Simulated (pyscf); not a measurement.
Structures and frequencies: ωB97X-D3(BJ)/def2-SVP in PySCF. Correlated levels are frozen-core, on RHF or UHF. ΔMP2 is the change of the MP2 total energy from the triple- to the quadruple-zeta basis.

PBE/def2-TZVP puts the barrier of `[O][SiH2][OH]` [doublet] -> `[O]=[SiH]` [doublet] + `[OH2]` (1,1-elimination; doublet surface; H–Si, O–Si broken, H–O formed) at 32.1 kcal/mol and the reaction energy at +29.1 kcal/mol, from the reactant's lowest minimum found. What do B3LYP-D3(BJ)/def2-TZVP, M06-2X/def2-TZVP, CCSD(T)/def2-TZVPP + ΔMP2(QZVPP) give on the same structures?

B3LYP-D3(BJ): ΔE‡ = 43.0 kcal/mol, ΔE = +35.7 kcal/mol; M06-2X: ΔE‡ = 46.8 kcal/mol, ΔE = +39.2 kcal/mol; CCSD(T): ΔE‡ = 43.5 kcal/mol, ΔE = +32.7 kcal/mol. PBE's barrier lies under all of them, by 10.9 to 14.7 kcal/mol. Its reaction energy lies under all of them, by 3.5 to 10.1 kcal/mol. Low barriers are usual for a GGA, whose delocalisation error favours stretched bonds. On the product side the descent ends in an adduct with a O–Si contact, 17.2 kcal/mol under the separated species and 23.0 kcal/mol under the saddle at ωB97X-D3(BJ)/def2-TZVP. What is counted as broken (O–Si) persists as a longer contact in the product adduct; parting that adduct is a step of its own. At ωB97X-D3(BJ) the barrier from the zero used here is 46.5 kcal/mol. The same reactants have a lower exit, to HO–SiH•–OH (barrier +17.3 kcal/mol at ωB97M-D3(BJ), against +45.0 kcal/mol here). •O–SiH₂–OH lies 22.4 kcal/mol over its isomer HO–SiH•–OH (electronic energy, ωB97M-D3(BJ)). One saddle was located; it need not be the lowest between these sides. The CCSD(T) − MP2 part came from Ansatz, without density fitting, on the same reference.
